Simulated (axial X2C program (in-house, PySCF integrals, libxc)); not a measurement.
## Low determinants of SiC at the PBE0 level, with spin–orbit coupling

Computed with an in-house all-electron X2C program for linear molecules (integrals from PySCF). Two-component (2c) means X2C with spin–orbit coupling and atomic mean-field two-electron Coulomb and Gaunt terms. Basis: Si dyall-v3z [8s7p2d1f], C dyall-v3z [7s6p2d1f] (cores contracted in-house); Gaussian nuclei, density fitting, unrestricted open shells. Masses: Si 27.977 u, C 12.000 u.

Search at 1.740 Å (vertical energies from the lowest determinant):

```json
{"ΔE (eV)": "0.00", "state": "Ω = 2", "electrons beyond evenly filled partner blocks": "ω = 1/2, ω = 3/2", "electrons in ±ω = 1/2, 3/2, 5/2, 7/2": "17 3 0 0"}
{"ΔE (eV)": "0.29", "state": "Ω = 1", "electrons beyond evenly filled partner blocks": "ω = -1/2, ω = 3/2", "electrons in ±ω = 1/2, 3/2, 5/2, 7/2": "17 3 0 0"}
{"ΔE (eV)": "0.32", "state": "Ω = 1", "electrons beyond evenly filled partner blocks": "2 × ω = 1/2", "electrons in ±ω = 1/2, 3/2, 5/2, 7/2": "16 4 0 0"}
{"ΔE (eV)": "1.16", "state": "Ω = 0", "electrons beyond evenly filled partner blocks": "none", "electrons in ±ω = 1/2, 3/2, 5/2, 7/2": "18 2 0 0"}
{"ΔE (eV)": "1.18", "state": "Ω = 0", "electrons beyond evenly filled partner blocks": "none", "electrons in ±ω = 1/2, 3/2, 5/2, 7/2": "16 4 0 0"}
{"ΔE (eV)": "2.09", "state": "Ω = 3", "electrons beyond evenly filled partner blocks": "2 × ω = 3/2", "electrons in ±ω = 1/2, 3/2, 5/2, 7/2": "16 4 0 0"}
{"ΔE (eV)": "3.72", "state": "Ω = 4", "electrons beyond evenly filled partner blocks": "2 × ω = 1/2, 2 × ω = 3/2", "electrons in ±ω = 1/2, 3/2, 5/2, 7/2": "16 4 0 0"}
```

Lowest determinant, Ω = 2 (⟨Sz⟩ = 1.00, ⟨Lz⟩ = 1.00 at PBE0): Re = 1.718 Å, ωe = 982.5 cm⁻¹.

The determinant in row 2 of the search, Ω = 1 (⟨Sz⟩ = 1.00, ⟨Lz⟩ = 0.00 at PBE0), was followed along the bond at PBE0; measured from the minimum of the lowest determinant it gives:

Te = 0.238 eV (1918 cm⁻¹), Re = 1.809 Å, ωe = 881.6 cm⁻¹.

**Question.** Compare the bond of the determinant in row 2 with that of the lowest one.

**Answer.** At PBE0 its Re is 0.091 Å longer and its force constant, which goes as ωe², is 0.81 times that of the lowest determinant. T0 ≈ Te + Δωe/2 = 1918 + (-50) = 1868 cm⁻¹.

The search compares states at one distance, so a state with another bond length can lie lower; it is not exhaustive and yields mostly the lowest determinant of each block pattern, so other components and higher states of one pattern are missing. These are energies of single determinants, not of spin-adapted states; PBE0 term energies can be off by some tenths of an eV, and the functional has no current term. Open-shell Ω = 0 determinants with evenly filled partner blocks cannot be reached by this program, so the Ω shown need not be the lowest component. The lowest determinant need not be the ground state where others lie within half an eV.
